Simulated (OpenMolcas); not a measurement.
A ladder of methods for SiH2 (SMILES [SiH2])

SiH2: 3 atoms, total charge 0, spin state singlet. SMILES: `[SiH2]`. Geometry: relaxed at PBE0-D4/def2-TZVP.

| atom | x (Å) | y (Å) | z (Å) |
| --- | --- | --- | --- |
| Si | -0.4912 | 0.4686 | -0.2136 |
| H | 0.8403 | 0.5786 | 0.5225 |
| H | -0.3491 | -1.0472 | -0.3089 |

Quantity: the energy change with the Si1–H3 bond stretched from 1.525 to 3.051 Å, in eV. The values are calculated.

| level | kind | program | value (eV) | CPU time (all runs) |
| --- | --- | --- | --- | --- |
| PBE/6-31G* (spherical functions) (restricted) | GGA | OpenMolcas | 3.09 | 6.8 s |
| r2SCAN/6-31G* (spherical functions) (restricted) | meta-GGA | OpenMolcas | 3.32 | 7.7 s |
| MP2/6-31G* (spherical functions) (restricted) | perturbation theory | OpenMolcas | 3.56 | 3.1 s |
| CASPT2(2,2)/6-31G* (spherical functions) | multireference | OpenMolcas | ? | 3.2 s |
| CASSCF(2,2)/6-31G* (spherical functions) | multireference | OpenMolcas | 2.69 | 3.2 s |
| SC-NEVPT2(2,2)/6-31G* (spherical functions) | multireference | OpenMolcas | ? | 3.1 s |
| ACPF/6-31G* (spherical functions) (restricted) | coupled cluster or CI | OpenMolcas | 2.35 | 3.3 s |
| CCSD(T)/6-31G* (spherical functions) (restricted) | coupled cluster or CI | OpenMolcas | 2.61 | 4.3 s |
| FCI/6-31G* (spherical functions) | exact in the basis | OpenMolcas | 2.63 | 18 s |

Estimate the missing values from the other rows.

As computed at these levels: CASPT2(2,2)/6-31G* (spherical functions): 2.66 eV; SC-NEVPT2(2,2)/6-31G* (spherical functions): 2.60 eV. The first shape isn't each level's own minimum. The values span 2.35 to 3.56 eV. CPU times are rough (shared hosts, several kinds of processor): they show what a rung costs within a factor of a few.
